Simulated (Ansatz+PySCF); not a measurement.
## triplet NH: levels of theory in one basis

```xyz
2

N     0.0000    0.0000   -0.1204
H     0.0000    0.0000    0.8427
```

Basis set: def2-SVP (spherical functions). Frozen core: 1 orbital. Correlation on ROHF uses semicanonical orbitals with singles. Charge 0, multiplicity 3.

Computed with Ansatz (development build ahead of 0.2.0); each method stands on the lowest determinant of its kind that the runs found. NEVPT2 correlates all electrons. Active spaces start from the frontier orbitals, and the lowest solution found is given.

| method | E − E(ROHF) (eV) | <S²> of the determinant |
| --- | --- | --- |
| ROHF | 0.00 | 2.00 |
| UHF | -0.19 | 2.01 |
| ROHF-MP2 | -2.96 | – |
| UHF-MP2 | -2.96 | 2.01 |
| ROHF-CCSD | -3.45 | – |
| UHF-CCSD | -3.46 | 2.01 |
| ROHF-CCSD(T) | -3.49 | – |
| UHF-CCSD(T) | -3.50 | 2.01 |
| CASSCF(6,5) | -0.63 | – |

Task: What does SC-NEVPT2(6,5) give on the same scale?

Result: -3.03 eV. NEVPT2 here correlates all electrons, so it doesn't share the others' frozen core.

Task: Is a single determinant a sound starting point here?

Result: By this sign, yes. Unrestricted orbitals gain 0.19 eV and <S²> is 2.01 against 2.00 for a pure state. The CASSCF(6,5) natural occupations are 2.00, 1.98, 1.00, 1.00, 0.02.
